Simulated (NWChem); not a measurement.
CH$_{3}$O cation; SMILES [OH+]=C

Program: NWChem. Pople sets run with spherical d functions. STO-3G and 3-21G are far too small for this property and stand as cheap habits. The geometry was optimised at PBE-D3(BJ)/def2-SVP. Field at 589 nm.

Problem. Order these runs by computing time, cheapest first, and give rough ratios: B3LYP/STO-3G; B3LYP/def2-SVP; B3LYP/aug-cc-pVDZ.

Solution. B3LYP/STO-3G (1), B3LYP/def2-SVP (4), B3LYP/aug-cc-pVDZ (10). Ratios are rough, from one shared machine; the cheapest took around 2.2 core-seconds (rough). What differs between the cheapest and the dearest: isotropic polarisability (bohr³) 7.8 → 14.4; anisotropy (bohr³) 9.1 → 7.7.
